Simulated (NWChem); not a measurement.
Everything below was run with NWChem. System: DMSO (C2H6OS), charge 0, spin multiplicity 1, at a geometry optimised with PBE/def2-SVP. Level: MP2/cc-pVDZ, 8 core orbitals frozen.

Output (cleaned and shortened):

```
             Northwest Computational Chemistry Package (NWChem) 7.3.0
             --------------------------------------------------------

                                NWChem Input Module
                                -------------------

 Scaling coordinates for geometry "geometry" by  1.889725989
 (inverse scale =  0.529177249)

 Turning off AUTOSYM since
 SYMMETRY directive was detected!

                             Geometry "geometry" -> ""
                             -------------------------

 Output coordinates in angstroms (scale by  1.889725989 to convert to a.u.)

  No.       Tag          Charge          X              Y              Z
 ---- ---------------- ---------- -------------- -------------- --------------
    1 C                    6.0000    -0.66129600     0.52181500    -1.37247500
    2 S                   16.0000     0.50394900     0.09667700     0.00000000
    3 C                    6.0000    -0.66129600     0.52181500     1.37247500
    4 O                    8.0000     0.63601800    -1.41471400     0.00000000
    5 H                    1.0000    -0.13737000     0.24838200    -2.30772000
    6 H                    1.0000    -0.89824900     1.60415000    -1.36774600
    7 H                    1.0000    -1.57227400    -0.09798300    -1.25809800
    8 H                    1.0000    -1.57227400    -0.09798300     1.25809800
    9 H                    1.0000    -0.13737000     0.24838200     2.30772000
   10 H                    1.0000    -0.89824900     1.60415000     1.36774600

 Effective nuclear repulsion energy (a.u.)     180.7119133638

            Nuclear Dipole moment (a.u.)
            ----------------------------
        X                 Y               Z
 ---------------- ---------------- ----------------
    -0.0000188973    -0.0000037795     0.0000000000

      Symmetry information
      --------------------

 Group name             Cs
 Group number              2
 Group order               2
 No. of unique centers     6

      Symmetry unique atoms

     1    2    4    5    6    7


 Summary of "ao basis" -> "" (spherical)
 ------------------------------------------------------------------------------
       Tag                 Description            Shells   Functions and Types
 ---------------- ------------------------------  ------  ---------------------
 *                          cc-pvdz                   on all atoms

 Summary of "ao basis" -> "ao basis" (spherical)
 ------------------------------------------------------------------------------
       Tag                 Description            Shells   Functions and Types
 ---------------- ------------------------------  ------  ---------------------
 C                          cc-pvdz                  6       14   3s2p1d
 S                          cc-pvdz                  8       18   4s3p1d
 O                          cc-pvdz                  6       14   3s2p1d
 H                          cc-pvdz                  3        5   2s1p

                                 NWChem SCF Module
                                 -----------------

  ao basis        = "ao basis"
  functions       =    90
  atoms           =    10
  closed shells   =    21
  open shells     =     0
  charge          =   0.00
  wavefunction    = RHF
  use symmetry    = T
  symmetry adapt  = T

 Summary of "ao basis" -> "ao basis" (spherical)
 ------------------------------------------------------------------------------
       Tag                 Description            Shells   Functions and Types
 ---------------- ------------------------------  ------  ---------------------
 C                          cc-pvdz                  6       14   3s2p1d
 S                          cc-pvdz                  8       18   4s3p1d
 O                          cc-pvdz                  6       14   3s2p1d
 H                          cc-pvdz                  3        5   2s1p

      Symmetry analysis of basis
      --------------------------

        a'         52
        a"         38

 Forming initial guess at       0.1s

      Superposition of Atomic Density Guess
      -------------------------------------

 Sum of atomic energies:        -550.56920917

      Non-variational initial energy
[...]
     6      0.160637   1 C  pz               38      0.160637   3 C  pz
     3      0.155625   1 C  s                35     -0.155625   3 C  s

 Vector   21  Occ=2.000000D+00  E=-3.588734D-01  Symmetry=a'
              MO Center=  4.7D-01, -4.5D-01, -5.5D-15, r^2= 2.4D+00
   Bfn.  Coefficient  Atom+Function         Bfn.  Coefficient  Atom+Function
  ----- ------------  ---------------      ----- ------------  ---------------
    50      0.442444   4 O  px               53      0.400055   4 O  px
    18     -0.301796   2 S  s                22     -0.297693   2 S  px
    25     -0.225665   2 S  px               26     -0.181393   2 S  py

 Vector   22  Occ=0.000000D+00  E= 1.651245D-01  Symmetry=a'
              MO Center= -1.0D+00,  9.9D-01, -2.7D-16, r^2= 6.3D+00
   Bfn.  Coefficient  Atom+Function         Bfn.  Coefficient  Atom+Function
  ----- ------------  ---------------      ----- ------------  ---------------
     3      1.351667   1 C  s                35      1.351667   3 C  s
    67     -0.916565   6 H  s                87     -0.916565  10 H  s
    72     -0.581407   7 H  s                77     -0.581407   8 H  s
    62     -0.494651   5 H  s                82     -0.494651   9 H  s
     7     -0.263350   1 C  px               39     -0.263350   3 C  px

 Vector   23  Occ=0.000000D+00  E= 1.764545D-01  Symmetry=a"
              MO Center= -1.5D-01,  2.8D-01,  6.3D-15, r^2= 5.7D+00
   Bfn.  Coefficient  Atom+Function         Bfn.  Coefficient  Atom+Function
  ----- ------------  ---------------      ----- ------------  ---------------
     3      1.338042   1 C  s                35     -1.338042   3 C  s
    27      0.868835   2 S  pz               72     -0.557842   7 H  s
    77      0.557842   8 H  s                62     -0.482061   5 H  s
    82      0.482061   9 H  s                67     -0.331842   6 H  s
    87      0.331842  10 H  s                24      0.273972   2 S  pz

 Vector   24  Occ=0.000000D+00  E= 2.060175D-01  Symmetry=a'
              MO Center= -6.1D-01,  4.1D-01,  7.6D-17, r^2= 5.3D+00
   Bfn.  Coefficient  Atom+Function         Bfn.  Coefficient  Atom+Function
  ----- ------------  ---------------      ----- ------------  ---------------
    67      0.847228   6 H  s                87      0.847228  10 H  s
    72     -0.824299   7 H  s                77     -0.824299   8 H  s
     8     -0.694667   1 C  py               40     -0.694667   3 C  py
    25      0.594844   2 S  px               26     -0.513029   2 S  py
     3      0.423593   1 C  s                35      0.423593   3 C  s

 center of mass
 --------------
 x =   0.12493315 y =  -0.08422658 z =   0.00000000

 moments of inertia (a.u.)
 ------------------
         381.839555370055          84.094361807780          -0.000000000000
          84.094361807780         336.736356707211           0.000000000000
          -0.000000000000           0.000000000000         269.306605354449

  Mulliken analysis of the total density
  --------------------------------------

    Atom       Charge   Shell Charges
 -----------   ------   -------------------------------------------------------
    1 C    6     6.21   2.00  0.65  0.50  1.99  1.01  0.05
    2 S   16    15.37   2.00  2.01  0.94  0.73  6.00  2.19  1.13  0.37
    3 C    6     6.21   2.00  0.65  0.50  1.99  1.01  0.05
    4 O    8     8.70   2.00  0.84  1.04  2.75  2.05  0.02
    5 H    1     0.91   0.73  0.15  0.03
    6 H    1     0.93   0.74  0.17  0.03
    7 H    1     0.91   0.73  0.15  0.03
    8 H    1     0.91   0.73  0.15  0.03
    9 H    1     0.91   0.73  0.15  0.03
   10 H    1     0.93   0.74  0.17  0.03

       Multipole analysis of the density wrt the origin
       ------------------------------------------------

     L   x y z        total         open         nuclear
     -   - - -        -----         ----         -------
     0   0 0 0      0.000000      0.000000     42.000000

     1   1 0 0     -0.835182      0.000000     -0.000019
     1   0 1 0      1.592285      0.000000     -0.000004
     1   0 0 1      0.000000      0.000000      0.000000

     2   2 0 0    -24.400832      0.000000     68.360413
     2   1 1 0      1.312862      0.000000    -47.143815
     2   1 0 1     -0.000000      0.000000      0.000000
     2   0 2 0    -27.876004      0.000000     88.267934
     2   0 1 1      0.000000      0.000000      0.000000
     2   0 0 2    -21.273637      0.000000    143.422778

                   NWChem MP2 Semi-direct Energy/Gradient Module
                   ---------------------------------------------

  Basis functions       =     90
  Molecular orbitals    =     90
  Frozen core           =      8
  Frozen virtuals       =      0
  Active alpha occupied =     13
  Active beta occupied  =     13
  Active alpha virtual  =     69
  Active beta virtual   =     69
  Use MO symmetry       = T
  Use skeleton AO sym   = T

  AO/Fock/Back tols     =   1.0D-09  1.0D-09  1.0D-09

 GA uses MA = F    GA memory limited = T

 Available:
  local mem=  1.26D+08
 global mem=  1.44D+08
 local disk=  0.00D+00
  mp2_memr nvloc                    69
  nvloc new                    69
   1 passes of  13:        3145728                      39397                  12457114.
   1 passes of  13: M    126151742           G      144163000           F     123006014.

 Semi-direct pass number   1 of   1  for RHF alpha+beta  at        2.0s
  vrange nnbf                  4080
  mp2_eaftype                    47  avail_ma_in_mb                  1099
 EAF : mp2_eaftype filesize          47    6228557.
  mp2_eaf for mointskh                     47
Node 0 wrote     29.3 Mb in      0.1 s     Agg I/O rate:   574.4 Mb/s
 Done moints_semi at        7.0s
  mp2_eaftype                    47  avail_ma_in_mb                  1052
 EAF : mp2_eaftype filesize          47    6228557.
  mp2_eaf for kh                    47
 Done maket at        7.1s
 Done multipass loop at        7.1s

          -------------------------------------------
          SCF energy                -551.553068579875
          Correlation energy          -0.621080506762
          Singlet pairs               -0.393208227413
          Triplet pairs               -0.227872279349
          Total MP2 energy          -552.174149086637
          -------------------------------------------

          ---------------------------------------------------
                    Spin Component Scaled (SCS) MP2
          Same spin pairs                     -0.151914852899
          Same spin scaling factor             0.333333333333
          Opposite spin pairs                 -0.469165653863
          Opposite spin scaling fact.          1.200000000000
          SCS-MP2 correlation energy          -0.613637068935
          Total SCS-MP2 energy              -552.166705648810
          ---------------------------------------------------

 -----------------------
 Performance information
 -----------------------

 Timer overhead =  1.06D-07 seconds/call

               Nr. of calls         CPU time (s)                 Wall time (s)                GFlops
             ---------------    -------------------     ------------------------------   -------------------
Name         Min   Avg   Max    Min     Avg     Max     Min     Avg     Max   Mx/calls   Min     Max     Sum
mp2: moin     1     1     1    5.0     5.0     5.0      5.0     5.0     5.0     5.0      0.0     0.0     0.0
mp2: make     1     1     1   0.12    0.12    0.12     0.12    0.12    0.12    0.12      0.0     0.0     0.0
mp2: tota     1     1     1    5.1     5.1     5.1      5.1     5.1     5.1     5.1      0.0     0.0     0.0

 The average no. of pstat calls per process was 3.00D+00
 with a timing overhead of 3.18D-07s

 Task  times  cpu:        7.1s     wall:        7.1s

 Total times  cpu:        7.1s     wall:        7.1s
```

Task: Write an NWChem input that would produce this output.

Result: This is not unique; one that fits is 
```
start mol
memory heap 200 mb stack 900 mb global 1100 mb
geometry units angstroms nocenter noautoz
  C     -0.661296     0.521815    -1.372475
  S      0.503949     0.096677     0.000000
  C     -0.661296     0.521815     1.372475
  O      0.636018    -1.414714     0.000000
  H     -0.137370     0.248382    -2.307720
  H     -0.898249     1.604150    -1.367746
  H     -1.572274    -0.097983    -1.258098
  H     -1.572274    -0.097983     1.258098
  H     -0.137370     0.248382     2.307720
  H     -0.898249     1.604150     1.367746
  symmetry group Cs
end
basis spherical
  * library cc-pvdz
end
scf
  rhf
  nopen 0
  maxiter 100
  thresh 1e-7
  semidirect memsize 60000000 filesize 0
end
mp2
  freeze core 8
end
task mp2 energy
```
